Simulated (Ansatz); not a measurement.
**BHO (singlet): from Hartree-Fock to the top rungs at distance O2–H3 = 1.063 Å, 6-31G**

How much of the correlation energy of BHO (singlet) does each wave-function method recover here?

The runs use Ansatz 0.2.0, Gaussian basis; 6-31G, core rule «outside noble gas», up to 2 orbitals frozen.

To be run: UHF; CCSD(T) on RHF; BCCD(T) on RHF; CISD; CCSDT(Q) on RHF; CISDTQ; CCSDTQ on RHF; CASSCF and MRCISD+Q, 2 electrons in 2 orbitals; CASSCF and NEVPT2, 2 electrons in 2 orbitals; CASSCF and MRCISD+Q, 10 electrons in 9 orbitals; CASSCF and NEVPT2, 10 electrons in 9 orbitals; Full CI.

26 further runs of the same task are left out: 2 for a mislabelled method, 20 that didn't finish, 4 set aside as unsound or not needed.

## 1. The system

The geometry derives from a PBE0/def2-TZVP stationary point (not a proven minimum). One bond is set to the value named and the two fragments are kept rigid.

3 atoms, charge 0, spin multiplicity 1.

Atoms are counted from 1 here; the program's logs count them from 0.

Bond lengths: B1–O2 1.272 Å, O2–H3 1.063 Å. Angles: B1–O2–H3 180.0°.

## 2. UHF

in.yaml reads:

```yaml
crystal:
  periodic: [false, false, false]
  atoms:
    - {symbol: B, position_ang: [0.000000, 0.000000, 1.202381]}
    - {symbol: O, position_ang: [0.000000, 0.000000, -0.069690]}
    - {symbol: H, position_ang: [0.000000, 0.000000, -1.132690]}
basis:
  gaussian: {orbitals: 6-31G}
magnetization: {spin_polarized: true, initial_magnetization: 0}
hamiltonian: {xc: hf}
output: {orbitals: {seedname: orbitals}}
```

Launch:

```console
ansatz run in.yaml --threads 1 --pin off --events-out ev --progress --plain --max-ram 2393MiB
```

The runs that follow: CCSD(T) on RHF; BCCD(T) on RHF; CISD; CCSDT(Q) on RHF; CISDTQ; CCSDTQ on RHF; CASSCF and MRCISD+Q, 2 electrons in 2 orbitals; CASSCF and NEVPT2, 2 electrons in 2 orbitals; CASSCF and MRCISD+Q, 10 electrons in 9 orbitals; CASSCF and NEVPT2, 10 electrons in 9 orbitals; Full CI.

Q: Predict the results of all the runs planned. Wanted: FCI below the RHF energy; RMP2 from FCI; RCCSD from FCI; RCCSD(T) from FCI; RCCSDT(Q) from FCI; NEVPT2 pair from FCI; MRCISD+Q pair from FCI; NEVPT2 valence from FCI; T1 diagnostic.

**Answer**, as computed:

| quantity | value |
| --- | --- |
| FCI below the RHF energy | -5.1335 eV |
| RMP2 from FCI | +551.5 meV |
| RCCSD from FCI | +159.1 meV |
| RCCSD(T) from FCI | +27.9 meV |
| RCCSDT(Q) from FCI | -1.7 meV |
| NEVPT2 pair from FCI | +462.2 meV |
| MRCISD+Q pair from FCI | +81.0 meV |
| NEVPT2 valence from FCI | +728.8 meV |
| levels within 1 kcal/mol (43 meV) | RCCSD(T), BCCD(T), RCCSDT, CISDTQ, RCCSDT(Q), RCCSDTQ |
| T1 diagnostic | 0.021 |
| effectively unpaired electrons | 0.08 |

RCCSD(T) misses by +27.9 meV, 0.5 % of the correlation energy. One determinant dominates. Of the multireference levels listed MRCISD+Q pair comes nearest in total energy (+81.0 meV), which doesn't show that its space is the better one. These misses are within one basis, not against nature.
